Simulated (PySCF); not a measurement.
Species, as SMILES: CCl (CH3-Cl).
Geometry (B3LYP-D3(BJ)/def2-TZVP, fixed):
```
C
H 1 1.0858
H 1 1.0858 2 110.57
H 1 1.0858 2 110.57 3 -122.80
Cl 1 1.7944 2 108.35 3 118.60
```

How fast the lowest singlet excitation energy converges with the basis for several methods (PySCF): deviation from each method's own reference, in eV. References: CAM-B3LYP 7.102 eV, the value in aug-pcseg-2; PBE 6.392 eV, the value in aug-pcseg-2; PBE0 7.012 eV, the value in aug-pcseg-2. All functions are spherical. Density fitting with generated auxiliary sets. In sets without p functions on hydrogen, species with hydrogen take exact integrals. No added dispersion term, no relativity. Tamm-Dancoff approximation, the state taken by its order.

```csv
basis,functions,CAM-B3LYP,PBE,PBE0
6-31G,28,___,0.989,0.702
6-31G*,38,___,0.905,0.618
6-31+G*,46,___,0.234,0.158
6-311G**,62,___,0.673,0.461
"6-311++G(2d,2p)",92,___,0.035,0.015
pcseg-2,106,___,0.339,0.257
cc-pV(Q+d)Z,209,___,0.365,0.197
def2-QZVP,217,___,0.299,0.150
```

Complete the blanks.


- 6-31G, CAM-B3LYP: 0.612
- 6-31G*, CAM-B3LYP: 0.552
- 6-31+G*, CAM-B3LYP: 0.138
- 6-311G**, CAM-B3LYP: 0.399
- 6-311++G(2d,2p), CAM-B3LYP: 0.010
- pcseg-2, CAM-B3LYP: 0.239
- cc-pV(Q+d)Z, CAM-B3LYP: 0.148
- def2-QZVP, CAM-B3LYP: 0.105

Mean absolute deviation over 6-311G**, 6-311++G(2d,2p), pcseg-2: CAM-B3LYP 0.216, PBE0 0.244, PBE 0.349 eV.
